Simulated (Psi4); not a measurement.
# TPSSh/cc-pVTZ run of C2HF (fluoroacetylene)

Aim: the vertical ionisation energy of C2HF (fluoroacetylene) at TPSSh/cc-pVTZ, from 2 runs. 

The calculation is run with Psi4 1.11.

1 further run of the same task is left out (set aside as unsound or not needed).

**1. The molecule**

C2HF: 4 atoms, total charge 0, spin state singlet. SMILES: `C#CF`. The coordinates come from a PBE0-D4/def2-TZVP relaxation.

Bond lengths: C1–C2 1.192 Å, C2–F3 1.270 Å, C1–H4 1.063 Å. Angles: C1–C2–F3 180.0°, C2–C1–H4 180.0°.

**2. A single-point energy at TPSSh/cc-pVTZ**

The input, input.json:

```json
{
  "schema_name": "qcschema_input",
  "schema_version": 1,
  "molecule": {
    "schema_name": "qcschema_molecule",
    "schema_version": 2,
    "symbols": ["C", "C", "F", "H"],
    "geometry": [-0.68224782, 0.8562538, -0.54843632, 0.57309724, -0.7196833, 0.46073413, 1.90975722, -2.39808135, 1.53502453, -1.80058774, 2.26151084, -1.44732234],
    "molecular_charge": 0,
    "molecular_multiplicity": 1,
    "fix_symmetry": "c1"
  },
  "driver": "energy",
  "model": {
    "method": "tpssh",
    "basis": "cc-pVTZ"
  },
  "keywords": {
    "puream": true,
    "e_convergence": 1e-09,
    "d_convergence": 1e-08,
    "scf_type": "pk",
    "dft_radial_points": 99,
    "dft_spherical_points": 590,
    "scf_properties": ["WIBERG_LOWDIN_INDICES", "MAYER_INDICES", "QUADRUPOLE"]
  }
}
```

Started as:

```
$ psi4 --qcschema input.json -n 1 --memory 2200MB
```

stdout:

```text
[...]
  Running in c1 symmetry.
[...]
  Nuclear repulsion =   55.832094240306972
[...]
  Multiplicity = 1
[...]
  Nalpha       = 11
  Nbeta        = 11
[...]
    Number of basis functions: 104
[...]
   @RKS iter   1:  -176.36471641274977   -1.69645e-01   6.99659e-03 DIIS/ADIIS
[...]
   @RKS iter  10:  -176.61038967225483   -9.91918e-12   5.93963e-09 DIIS
[...]
    Orbital Energies [Eh]
    ---------------------
    Doubly Occupied:
       1A    -24.684268     2A    -10.204145     3A    -10.122734
       4A     -1.281547     5A     -0.750468     6A     -0.616703
       7A     -0.514266     8A     -0.500828     9A     -0.500828
      10A     -0.275574    11A     -0.275574
[...]
  @RKS Final Energy:  -176.61038967225483
   => Energetics <=
    Nuclear Repulsion Energy =             55.8320942403069722
    One-Electron Energy =                -352.0446087550959646
    Two-Electron Energy =                 139.1525030182143894
    DFT Exchange-Correlation Energy =     -19.5503781756802120
    Empirical Dispersion Energy =           0.0000000000000000
    VV10 Nonlocal Energy =                  0.0000000000000000
    Total Energy =                       -176.6103896722548257
[...]
 Multipole Moments:
 ------------------------------------------------------------------------------------
     Multipole            Electronic (a.u.)      Nuclear  (a.u.)        Total (a.u.)
 ------------------------------------------------------------------------------------
 L = 1.  Multiply by 2.5417464519 to convert [e a0] to [Debye]
 Dipole X            :          1.7388586           -1.8442565           -0.1053978
 Dipole Y            :         -2.1834978            2.3160865            0.1325887
 Dipole Z            :          1.3976955           -1.4823991           -0.0847036
 Magnitude           :                                                    0.1893757
 L = 2.  Multiply by 1.3450342976 to convert [e a0^2] to [Debye ang]
 Quadrupole XX       :        -42.6971719           31.1191724          -11.5779995
 Quadrupole XY       :         37.8440041          -39.0739900           -1.2299859
[...]
```

The result, in JSON:

```text
{
 "driver": "energy",
 "model": {
  "method": "tpssh",
  "basis": "cc-pVTZ"
 },
 "success": true,
 "return_result": -176.61038967225483,
 "properties": {
  "calcinfo_nbasis": 104,
  "calcinfo_nmo": 104,
  "calcinfo_nalpha": 11,
  "calcinfo_nbeta": 11,
  "calcinfo_natom": 4,
  "nuclear_repulsion_energy": 55.83209424030697,
  "return_energy": -176.61038967225483,
  "scf_one_electron_energy": -352.04460875509596,
  "scf_two_electron_energy": 139.1525030182144,
  "scf_xc_energy": -19.550378175680212,
  "scf_dipole_moment": [-0.10539784319731194, 0.13258866269501945, -0.0847036296791801],
  "scf_total_energy": -176.61038967225483,
  "scf_iterations": 10
 }
}
```

Run time: 71 s. Hardware: 1 thread of Intel Xeon at 2.50GHz (Skylake/Cascade Lake), shared host; peak memory 0.93 GiB.

**3. The doublet cation: energy and forces at UTPSSh/cc-pVTZ**

The input, c2hf.inp:

```
memory 2200 mb

molecule molecule1 {
  1 2
  C     -0.361030     0.453110    -0.290220
  C      0.303270    -0.380840     0.243810
  F      1.010600    -1.269010     0.812300
  H     -0.952830     1.196740    -0.765890
  symmetry c1
  no_reorient
  no_com
}

set {
  reference uks
  puream true
  e_convergence 1e-09
  d_convergence 1e-08
  scf_type pk
  dft_radial_points 99
  dft_spherical_points 590
  maxiter 100
}

e_tot, wfn = gradient('tpssh/cc-pVTZ', return_wfn=True)
oeprop(wfn, 'WIBERG_LOWDIN_INDICES', 'QUADRUPOLE', 'LOWDIN_CHARGES', title='TPSSH')
print_variables()
```

Started as:

```
$ psi4 c2hf.inp c2hf.out -n 1
```

c2hf.out, cut to the lines that bear on the results:

```text
[...]
  Running in c1 symmetry.
[...]
  Nuclear repulsion =   55.832094169203373
[...]
  Multiplicity = 2
[...]
  Nalpha       = 11
  Nbeta        = 10
[...]
    Number of basis functions: 104
[...]
   @UKS iter   1:  -176.02280022681609    1.72271e-01   5.99058e-03 ADIIS/DIIS
[...]
   @UKS iter  13:  -176.20400506263064   -1.09139e-11   4.21938e-09 DIIS
[...]
   @S^2 Observed:                7.528197860E-01
[...]
  @UKS Final Energy:  -176.20400506263064
   => Energetics <=
    Nuclear Repulsion Energy =             55.8320941692033728
    One-Electron Energy =                -344.6579091011841456
    Two-Electron Energy =                 131.8650705680072974
    DFT Exchange-Correlation Energy =     -19.2432606986571884
    Empirical Dispersion Energy =           0.0000000000000000
    VV10 Nonlocal Energy =                  0.0000000000000000
    Total Energy =                       -176.2040050626306424
[...]
  -Total Gradient:
     Atom            X                  Y                   Z
    ------   -----------------  -----------------  -----------------
       1        0.047811685508    -0.060041161834     0.038431979810
       2       -0.085503144842     0.107356082358    -0.068723611836
       3        0.031516405577    -0.039571229749     0.025327424458
       4        0.006174039170    -0.007742421296     0.004963394495
[...]
 Multipole Moments:
 ------------------------------------------------------------------------------------
     Multipole            Electronic (a.u.)      Nuclear  (a.u.)        Total (a.u.)
 ------------------------------------------------------------------------------------
 L = 1.  Multiply by 2.5417464519 to convert [e a0] to [Debye]
 Dipole X            :        -14.7863553           14.7323238           -0.0540316
 Dipole Y            :         18.5696778          -18.5017983            0.0678795
 Dipole Z            :        -11.8850765           11.8416853           -0.0433912
 Magnitude           :                                                    0.0970043
 L = 2.  Multiply by 1.3450342976 to convert [e a0^2] to [Debye ang]
 Quadrupole XX       :        -49.0218881           40.8300853           -8.1918028
 Quadrupole XY       :         48.7783599          -51.2695822           -2.4912222
[...]
```

Wall time 2.4 min (1 thread of Intel Xeon at 2.50GHz (Skylake/Cascade Lake), shared host); peak memory 0.94 GiB.

**4. Summary of results**

Level: TPSSh/cc-pVTZ.

```
                                          quantity          value
                        singlet C2HF: total energy  -176.61039 Eh
                       singlet C2HF: dipole moment         0.48 D
                         singlet C2HF: HOMO energy       -7.50 eV
                         singlet C2HF: LUMO energy        1.07 eV
                       singlet C2HF: HOMO–LUMO gap        8.57 eV
                      doublet cation: total energy  -176.20401 Eh
doublet cation: HOMO energy (highest over α and β)      -16.46 eV
 doublet cation: LUMO energy (lowest over α and β)      -14.58 eV
                              doublet cation: ⟨S²⟩          0.753
          doublet cation: largest force on an atom     7.893 eV/Å
vertical ionisation energy (to the doublet cation)      11.058 eV
```

What this shows: The vertical ionisation energy comes to 11.06 eV (255 kcal/mol). The negative HOMO energy of the first species, 7.50 eV, lies 3.56 eV below that difference.
